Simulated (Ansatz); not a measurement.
# Worked example: the barrier

An elementary step of AlH₂ClO, singlet (AlH₂ClO ([OH][AlH][Cl]) → AlHO ([OH][Al]) + HCl; bonds formed: Cl2–H3; bonds broken: Al1–Cl2, Al1–H3). “Start” is the structure reached by relaxing down from the saddle towards the reactants; PBE0-D4/def2-TZVP structures. The saddle:

```
5
angstrom
Al 0.6557 0.3330 0.4697
Cl 0.2743 -1.5090 -1.2391
H 1.5205 -0.8769 -0.3596
O -0.8016 1.1249 0.7638
H -1.6490 0.9279 0.3650
```

Computed with Ansatz 0.2.0 (basis: def2-TZVPP and def2-QZVPP); correlated methods freeze the cores.

Energies in eV:

| quantity | saddle | start |
| --- | --- | --- |
| Hartree–Fock, triple zeta (X = 3) | -21156.62045 | -21160.52406 |
| Hartree–Fock, quadruple zeta (X = 4) | -21157.26905 | -21161.17357 |
| MP2 correlation, X = 3 | -14.44807 | -13.81857 |
| MP2 correlation, X = 4 | -15.71926 | -15.07884 |
| CCSD(T) correlation, X = 3 | -15.75903 | -15.05002 |

**Question.** Work out the barrier at the basis limit: extrapolate Hartree–Fock as E(X) = E∞ + A exp(−7.88 √X) and the MP2 correlation as E(X) = E∞ + B X^−2.97 (the exponents that Neese and Valeev fitted for def2-TZVPP and QZVPP), then add CCSD(T) − MP2 in triple zeta.

**Answer.** Each step is linear, so take the differences first (saddle − start): Hartree–Fock 3.90361 (X = 3) and 3.90452 (X = 4); MP2 correlation -0.62950 and -0.64042; CCSD(T) correlation -0.70901.
Two points give E∞ = E(4) + w [E(4) − E(3)], with w = 1/(exp(7.88 (2 − √3)) − 1) = 0.1377 for Hartree–Fock and w = 1/((4/3)^2.97 − 1) = 0.7407 for the correlation.
Hartree–Fock: 3.90452 + 0.1377 × 0.00091 = 3.9046 eV.
MP2 correlation: -0.64042 + 0.7407 × (-0.01092) = -0.6485 eV.
CCSD(T) − MP2: -0.70901 − (-0.62950) = -0.0795 eV.
Sum: 3.9046 + (-0.6485) + (-0.0795) = 3.1766 eV, or 73.25 kcal/mol. Plain CCSD(T) in triple zeta gives 3.1946 eV, so the larger basis shifts the result by -0.0180 eV.

T1 diagnostic: at most 0.018. The restricted Hartree–Fock reference is unstable towards an unrestricted one at one or more of these structures.

Labels in which every atom is bracketed show which atoms are joined, not bond orders.

For scale, one of the runs: CCSD(T)/def2-TZVPP, 143 basis functions, launched by `ansatz run in.yaml --threads 2 --pin off --events-out ev --progress --plain --max-ram 4352MiB`. The run took 8.5 s on 2 CPU threads of an Arm Neoverse V2 (shared host), with 0.77 GiB of host memory at its peak.
